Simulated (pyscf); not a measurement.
Optimised with ωB97X-D3(BJ)/def2-SVP in PySCF.

Problem. For F–Sn(Cl)(Cl)–Cl (SMILES [F][Sn]([Cl])([Cl])[Cl]) + H₂ (SMILES [H][H]) -> Cl–SnH(Cl)–Cl (SMILES [Cl][SnH]([Cl])[Cl]) + HF (SMILES F), a four-centre exchange (singlet surface; F–Sn, H–H broken, H–Sn, F–H formed), PBE/def2-TZVP gives ΔE‡ = 30.4 kcal/mol and ΔE = +6.8 kcal/mol (zero: the separated reactants). In which direction and how far do r²SCAN/def2-TZVP, PBE0-D3(BJ)/def2-TZVP, ωB97M-D3(BJ)/def2-TZVP move these?

Solution. r²SCAN: ΔE‡ = 32.3 kcal/mol, ΔE = +8.0 kcal/mol; PBE0-D3(BJ): ΔE‡ = 32.0 kcal/mol, ΔE = +4.0 kcal/mol; ωB97M-D3(BJ): ΔE‡ = 35.3 kcal/mol, ΔE = +5.0 kcal/mol. PBE's barrier lies under all of them, by 1.6 to 4.9 kcal/mol. Its reaction energy lies among theirs. On the product side the descent ends in a complex (not fully relaxed), 5.1 kcal/mol under the separated species and 34.4 kcal/mol under the saddle at ωB97X-D3(BJ)/def2-TZVP. This is the saddle that the search found; another between the same sides may lie lower. Elements past Kr carry the def2 core potentials, without spin-orbit coupling.
